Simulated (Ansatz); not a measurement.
in.yaml

```yaml
crystal:
  periodic: [false, false, false]
  atoms:
    - {symbol: B, position_ang: [-0.167257, 0.000000, 0.000000]}
    - {symbol: H, position_ang: [-0.763990, 1.033571, 0.000000]}
    - {symbol: H, position_ang: [-0.763990, -1.033571, 0.000000]}
    - {symbol: H, position_ang: [1.026208, 0.000000, 0.000000]}
    - {symbol: H, position_ang: [2.295743, 0.000000, 0.000000]}
basis:
  gaussian: {orbitals: 6-31G}
magnetization: {spin_polarized: true, initial_magnetization: 1}
hamiltonian: {xc: {name: r2SCANh}}
```

```sh
$ ansatz run in.yaml --threads 1 --pin off --events-out ev --progress --plain --max-ram 2393MiB
```

The program prints:

```
254 factors; integrals over basis functions are off by at most 4.5e-4 eV
mean field evaluation 1: about -736.0231 eV, gradient 6.1e0 eV
mean field evaluation 2: about -736.2880 eV, gradient 3.2e0 eV
mean field evaluation 4: about -736.3746 eV, gradient 7.8e-2 eV
mean field evaluation 8: about -736.3593 eV, gradient 3.0e-3 eV
mean field -736.35929921 eV, -27.0607051236 hartree, gradient 4.6e-5 eV, S^2 0.753719; 0 other end points of the search recorded, 0 dependent functions left out
reference -736.35930479 eV, -27.0607053289 hartree; 5, 4 occupied and 12, 13 virtual orbitals, 254 factors
Total energy: -736.35930479 eV, -27.0607053289 hartree
```

Ran on 1 thread of Arm Neoverse V2, shared host: 0.66 s wall, 0.09 GiB peak host memory.
